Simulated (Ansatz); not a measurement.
# BFH5N: the cost of one run

Program: Ansatz 0.2.0. Level of theory: RKS B3LYP/6-31G*. These are calculated values, not measurements.

## (1) The system as given

Bond lengths: B1–F2 1.670 Å, B1–H3 1.190 Å, B1–H4 1.190 Å, B1–N5 1.850 Å, N5–H6 1.060 Å, N5–H7 1.060 Å, N5–H8 1.170 Å. Angles: F2–B1–H3 120.0°, F2–B1–H4 120.0°, F2–B1–N5 71.6°, H3–B1–H4 120.0°, H3–B1–N5 97.0°, H4–B1–N5 101.2°, B1–N5–H6 120.0°, B1–N5–H7 120.0°, B1–N5–H8 72.7°, H6–N5–H7 120.0°, H6–N5–H8 144.1°, H7–N5–H8 59.1°.

Structure file:

```xyz
8

B     0.0000    0.0000    0.0000
F     0.0000    0.0000    1.6700
H     1.0305    0.0000   -0.5950
H    -1.0305    0.0000   -0.5950
N     0.0773   -1.7539    0.5833
H    -0.4410   -2.5119    0.0539
H     0.6400   -2.0009    1.4471
H     0.0473   -1.0728    1.5337
```

## (2) Pulling towards end A

Springs on the bonds that form and break draw the guess towards this end; the thresholds are loose.

The input, input.yaml:

```yaml
crystal:
  periodic: [false, false, false]
  atoms:
    - { symbol: B, position_ang: [0.0, 0.0, 0.0] }
    - { symbol: F, position_ang: [0.0, 0.0, 1.67] }
    - { symbol: H, position_ang: [1.0305, 0.0, -0.595] }
    - { symbol: H, position_ang: [-1.0305, 0.0, -0.595] }
    - { symbol: "N", position_ang: [0.0773, -1.7539, 0.5833] }
    - { symbol: H, position_ang: [-0.441, -2.5119, 0.0539] }
    - { symbol: H, position_ang: [0.64, -2.0009, 1.4471] }
    - { symbol: H, position_ang: [0.0473, -1.0728, 1.5337] }
basis:
  gaussian: { orbitals: "6-31G*" }
hamiltonian:
  xc: b3lyp
relax:
  f_tol: 0.15
  max_steps: 25
  restrain:
    - { distance: [0, 4], at: 2.75, k: 30.0 }
    - { distance: [7, 1], at: 2.12, k: 30.0 }
    - { distance: [0, 1], at: 1.32, k: 30.0 }
    - { distance: [7, 4], at: 1.06, k: 30.0 }
```

Launch:

```sh
$ ansatz run input.yaml --threads 1 --pin off --max-ram 2048MiB --backend cpu --events-out ev --progress --plain --runs-dir out
```

Q: Estimate wall time and peak memory on 1 thread of Arm Neoverse V1, shared host.

About 18 s, with a peak of 0.12 GiB.
